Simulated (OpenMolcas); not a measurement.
# triplet HS−, step by step

Wanted: the energy (UHF/pcseg-0), then a single-point energy (CASSCF(2,2)/pcseg-0), then a single-point energy (CASPT2(2,2)/pcseg-0), then a single-point energy (SC-NEVPT2(2,2)/pcseg-0), then a single-point energy (MRCI(2,2)/pcseg-0) of triplet HS−. 

Program for the calculation: OpenMolcas 26.06.

1 further run of the same task is left out (it didn't finish).

### Step 1. The molecule

HS−: 2 atoms, total charge -1, spin state triplet. As SMILES of the parent species, `[SH-]`. The coordinates come from a PBE0-D4/def2-TZVPD relaxation. That shape belongs to the parent species and isn't relaxed for this state.

Bond lengths: S1–H2 1.346 Å.

### Step 2. The energy at UHF/pcseg-0 (run 1)

Contents of input.xyz:

```xyz
2

S      0.574700    -0.187900     0.295500
H     -0.574700     0.187900    -0.295500
```

Contents of step1.inp:

```
&GATEWAY
BasLib=$CurrDir
Coord=input.xyz
Basis=pcseg-0
Group=NoSym
&SEWARD
&SCF
UHF
Charge=-1
Spin=3
Scramble=0.25
PrOrbitals=1 1
```

The basis set pcseg-0 is read from a file made from the Basis Set Exchange's data (not shown).

Started as:

```sh
$ export MOLCAS_MEM=1860
$ pymolcas step1.inp > step1.log
```

The log of the run:

```text
--- Start Module: gateway ---
[...]
--- Stop Module: gateway /rc=_RC_ALL_IS_WELL_ ---
--- Start Module: seward ---
[...]
      Basis functions           15
--- Stop Module: seward /rc=_RC_ALL_IS_WELL_ ---
--- Start Module: scf ---
[...]
       Convergence after  15 Iterations
[...]
::    Total SCF energy                               -397.4210592922
[...]
      Total spin, S                                     1.0004481027
[...]
      Total electronic charge=   18.000000
      Total            charge=   -1.000000
[...]
      Dipole Moment (debye):
      Origin of the operator (angstrom)=    0.5396   -0.1764    0.2774
                   X=  2.6115E+00               Y= -8.5385E-01               Z=  1.3428E+00           Total=  3.0581E+00
      Center of Charge (angstrom)
[...]
--- Stop Module: scf /rc=_RC_ALL_IS_WELL_ ---
[...]
```

It took 2.9 s on 1 thread of Intel Xeon Platinum 8488C (Sapphire Rapids), shared host; peak memory 0.37 GiB.

### Step 3. The energy at CASSCF(2,2)/pcseg-0 (run 2)

input.xyz is that of step 2.

Contents of step2.inp:

```
>>> EXPORT MOLCAS_PRINT=2
&gateway
baslib=$CurrDir
coord=input.xyz
basis=pcseg-0
group=NoSym
&seward
&rasscf
fileorb=$CurrDir/step1.UnaOrb
spin=3
nactel=2 0 0
inactive=8
ras2=2
orblisting=Nothing
orbappear=Compact
```

The basis set pcseg-0 is read from a file made from the Basis Set Exchange's data (not shown).

Started as:

```sh
$ export MOLCAS_MEM=1860
$ pymolcas step2.inp > step2.log
```

The log of the run:

```text
--- Start Module: gateway ---
[...]
--- Stop Module: gateway /rc=_RC_ALL_IS_WELL_ ---
--- Start Module: seward ---
[...]
      Basis functions           15
--- Stop Module: seward /rc=_RC_ALL_IS_WELL_ ---
[...]
--- Start Module: rasscf ---
[...]
      Number of active orbitals                  2
[...]
      Spin quantum number                      1.0
[...]
      Active orbitals                            2
[...]
      Number of CSFs                             1
[...]
      Number of root(s) required                 1
[...]
      Convergence after  7 iterations
[...]
      printout of CI-coefficients larger than  0.05 for root  1
      energy=    -397.420384
      conf/sym  11     Coeff  Weight
             1  uu   1.00000 1.00000
      Natural orbitals and occupation numbers for root  1
      sym 1:   1.000000   1.000000
      ************************************************************************************************************************
      *                                                    Final results                                                     *
[...]
::    RASSCF root number  1 Total energy:   -397.42038409
[...]
      Total electronic charge=   18.000000
      Total            charge=   -1.000000
[...]
      Dipole Moment (debye):
      Origin of the operator (angstrom)=    0.5396   -0.1764    0.2774
                   X=  2.5868E+00               Y= -8.4568E-01               Z=  1.3299E+00           Total=  3.0291E+00
      Center of Charge (angstrom)
[...]
--- Stop Module: rasscf /rc=_RC_ALL_IS_WELL_ ---
[...]
```

It took 3.3 s on 1 thread of Intel Xeon Platinum 8488C (Sapphire Rapids), shared host; peak memory 0.37 GiB.

### Step 4. The energy at CASPT2(2,2)/pcseg-0 (run 3)

input.xyz is that of step 3.

Contents of step3.input:

```
>>> EXPORT MOLCAS_PRINT=2

&GATEWAY
  BASLIB=$CurrDir
  COORD=input.xyz
  BASIS=pcseg-0
  GROUP=NoSym

&SEWARD

&RASSCF
  FILEORB=$CurrDir/step2.RasOrb
  SPIN=3
  NACTEL=2 0 0
  INACTIVE=8
  RAS2=2
  ORBLISTING=Nothing
  ORBAPPEAR=Compact

&CASPT2
  IMAGINARY=0.1
  FROZEN=5
```

The basis set pcseg-0 is read from a file made from the Basis Set Exchange's data (not shown).

Started as:

```sh
$ export MOLCAS_MEM=1860
$ pymolcas step3.input > step3.log
```

The log of the run:

```text
--- Start Module: gateway ---
[...]
--- Stop Module: gateway /rc=_RC_ALL_IS_WELL_ ---
[...]
      Basis functions           15
[...]
--- Start Module: rasscf ---
[...]
      Number of active orbitals                  2
[...]
      Spin quantum number                      1.0
[...]
      Active orbitals                            2
[...]
      Number of CSFs                             1
[...]
      Number of root(s) required                 1
[...]
      Convergence after  4 iterations
[...]
      printout of CI-coefficients larger than  0.05 for root  1
      energy=    -397.420384
      conf/sym  11     Coeff  Weight
             1  uu   1.00000 1.00000
      Natural orbitals and occupation numbers for root  1
      sym 1:   1.000000   1.000000
      ************************************************************************************************************************
      *                                                    Final results                                                     *
[...]
::    RASSCF root number  1 Total energy:   -397.42038409
[...]
      Total electronic charge=   18.000000
      Total            charge=   -1.000000
[...]
      Dipole Moment (debye):
      Origin of the operator (angstrom)=    0.5396   -0.1764    0.2774
                   X=  2.5868E+00               Y= -8.4573E-01               Z=  1.3300E+00           Total=  3.0291E+00
      Center of Charge (angstrom)
[...]
--- Stop Module: rasscf /rc=_RC_ALL_IS_WELL_ ---
--- Start Module: caspt2 ---
[...]
 ###    WARNING: User changed nr of frozen orbitals.                         ###
 ###############################################################################
[...]
      E2 (Variational):          -0.0365005843
      Total energy:            -397.4568846771
[...]
      Reference weight:           0.98691
[...]
::    CASPT2 Root  1     Total energy:   -397.45688468
[...]
--- Stop Module: caspt2 /rc=_RC_ALL_IS_WELL_ ---
[...]
```

Wall time 3 s (1 thread of Intel Xeon Platinum 8488C (Sapphire Rapids), shared host); peak memory 0.37 GiB.

### Step 5. A single-point energy at SC-NEVPT2(2,2)/pcseg-0 (run 4)

input.xyz is that of step 4.

Contents of step4.input:

```
>>> EXPORT MOLCAS_PRINT=2
&gateway
baslib=$CurrDir
coord=input.xyz
basis=pcseg-0
group=NoSym
&seward
&rasscf
fileorb=$CurrDir/step2.RasOrb
spin=3
nactel=2 0 0
inactive=8
ras2=2
orblisting=Nothing
orbappear=Compact
&caspt2
sc-nevpt2
frozen=5
```

The basis set pcseg-0 is read from a file made from the Basis Set Exchange's data (not shown).

Started as:

```sh
$ export MOLCAS_MEM=1860
$ pymolcas step4.input > step4.log
```

The log of the run:

```text
--- Start Module: gateway ---

                                              &GATEWAY

                       available to each process: 1.9 GB of memory, 1 thread

 Basis Set     1 Label: S.PCSEG-0
 Basis set is read from library:.
 basistype.tbl is not found

 Basis Set     2 Label: H.PCSEG-0
 Basis set is read from library:.
 basistype.tbl is not found

++    Symmetry information:
      ---------------------

                    Character Table for C1

                             E
                    a        1  x, y, xy, Rz, z, xz, Ry, yz, Rx, I
--

++    Basis set information:
      ----------------------

      Basis set label: S.PCSEG-0.........

[... 152 lines left out ...]
                                         RASSCF iterations: Energy and convergence statistics
[... 19 lines left out ...]
      printout of CI-coefficients larger than  0.05 for root  1
[... 4 lines left out ...]
      Natural orbitals and occupation numbers for root  1
[... 10 lines left out ...]
      RASSCF energy for state  1                   -397.42038409
[... 13 lines left out ...]
      Von Neumann Entropy (Root   1) =  1.00000
[... 59 lines left out ...]
      Spin density orbitals for root   1 are written to the SPDORB.1 file
[... 75 lines left out ...]
 Compute H0 matrices for state    1
[... 4 lines left out ...]
********************************************************************************
  NEVPT2 EQUATION SOLUTION
--------------------------------------------------------------------------------
 ###############################################################################
 ###    Location: AixRd                                                      ###
 ###    File: LUCIEX                                                         ###
 ###    Premature abort while reading buffer from disk                       ###
 ###    End of file reached                                                  ###
 ###############################################################################

--- Stop Module: caspt2 /rc=-6 ---

.########################.
.# Non-zero return code #.
.########################.

    Timing: Wall=2.82 User=2.24 System=0.48
```

It took 3.3 s on 1 thread of Intel Xeon Platinum 8488C (Sapphire Rapids), shared host; peak memory 0.37 GiB.

The job broke off with an error.

### Step 6. The energy at MRCI(2,2)/pcseg-0 (run 5)

input.xyz is that of step 5.

Contents of step5.input:

```
&gateway
  baslib = $CurrDir
  coord = input.xyz
  basis = pcseg-0
  group = NoSym

&seward

&rasscf
  fileorb = $CurrDir/step2.RasOrb
  spin = 3
  nactel = 2 0 0
  inactive = 8
  ras2 = 2
  orblisting = Nothing
  orbappear = Compact

&motra
  lumorb
  frozen = 5

&guga
  electrons = 8
  spin = 3
  inactive = 3
  active = 2
  ciall = 1

&mrci
  sdci
```

The basis set pcseg-0 is read from a file made from the Basis Set Exchange's data (not shown).

Started as:

```sh
$ export MOLCAS_MEM=1860
$ pymolcas step5.input > step5.log
```

The log of the run:

```text
--- Start Module: gateway ---
[...]
--- Stop Module: gateway /rc=_RC_ALL_IS_WELL_ ---
[...]
      Basis functions           15
[...]
      Number of active orbitals                  2
[...]
      Spin quantum number                      1.0
[...]
      Active orbitals                            2
[...]
      Number of CSFs                             1
[...]
      Number of root(s) required                 1
[...]
      Convergence after  4 iterations
[...]
      printout of CI-coefficients larger than  0.05 for root  1
      energy=    -397.420384
      conf/sym  11     Coeff  Weight
             1  uu   1.00000 1.00000
      Natural orbitals and occupation numbers for root  1
      sym 1:   1.000000   1.000000
      ************************************************************************************************************************
      *                                                    Final results                                                     *
[...]
::    RASSCF root number  1 Total energy:   -397.42038409
[...]
      Dipole Moment (debye):
      Origin of the operator (angstrom)=    0.5396   -0.1764    0.2774
                   X=  2.5868E+00               Y= -8.4573E-01               Z=  1.3300E+00           Total=  3.0291E+00
      Center of Charge (angstrom)
[...]
      *** WARNING: Default frozen orbitals is overwritten by user input.
      *** Default values:   5
[...]
--- Start Module: guga ---
[...]
--- Stop Module: guga /rc=_RC_ALL_IS_WELL_ ---
--- Start Module: mrci ---
[...]
       (But an ACPF correction will be computed)
       USE THE DEFAULT ACPF G-VALUE GFAC=  0.25000000000000000
[...]
                      CI ENERGY:  -397.46428247
[...]
                ACPF CORRECTION:    -0.00066082
[...]
      Total electronic charge=   18.000000
      Total            charge=   -1.000000
[...]
     ACPF CORRECTION:     -0.00066082
[...]
  CI State   1     Total energy:   -397.46428247     QDav:     -0.00088554     QACPF:     -0.00066082
[...]
--- Stop Module: mrci /rc=_RC_ALL_IS_WELL_ ---
[...]
```

It took 3.3 s on 1 thread of Intel Xeon Platinum 8488C (Sapphire Rapids), shared host; peak memory 0.37 GiB.

### Step 7. Results

| quantity | value |
| --- | --- |
| run 1, UHF/pcseg-0: total energy | -397.42106 Eh |
| run 1, UHF/pcseg-0: HOMO energy (highest over α and β) | 3.72 eV |
| run 1, UHF/pcseg-0: LUMO energy (lowest over α and β) | 8.06 eV |
| run 1, UHF/pcseg-0: ⟨S²⟩ | 2.001 |
| run 2, CASSCF(2,2)/pcseg-0: total energy | -397.42038 Eh |
| run 3, CASPT2(2,2)/pcseg-0: total energy | -397.45688 Eh |
| run 5, MRCI(2,2)/pcseg-0: total energy | -397.46428 Eh |
| run 4, SC-NEVPT2(2,2)/pcseg-0 | no result (crashed) |

The HOMO (run 1, UHF/pcseg-0) lies at positive energy, 3.72 eV: the electron is unbound at this level or held by a compact basis; values depend on the basis. 1 of the 5 runs did not end normally.
